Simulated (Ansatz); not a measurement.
Molecule: C₂H (charge 0, doublet). It need not be the lowest isomer of its formula. 
Coordinates optimised at B3LYP-D3(BJ)/def2-TZVP (Ansatz, an electronic-structure program):
```xyz
3

C      0.0000     0.0000    -0.4720
C      0.0000     0.0000     0.7280
H      0.0000     0.0000    -1.5362
```
Charge 0, spin multiplicity 2.

Give the harmonic wavenumbers at B3LYP-D3(BJ)/def2-TZVP (Ansatz, finite differences of forces, unscaled).

314, 314, 2095, 3453 cm⁻¹. Zero-point energy 8.8 kcal/mol.

From these and the geometry, give the ideal-gas thermochemistry at 298.15 K and 1 atm (rigid rotor, harmonic oscillator).

Point group C∞v, rotational symmetry number 1. Rotational constants 44.62, 44.62 GHz. S(trans) 35.59, S(rot) 11.80, S(vib) 2.68, S(elec, spin only) 1.38, S 51.4 cal/(mol K). H(298) - H(0) 2.58 kcal/mol; G - E(el) -3.9 kcal/mol.
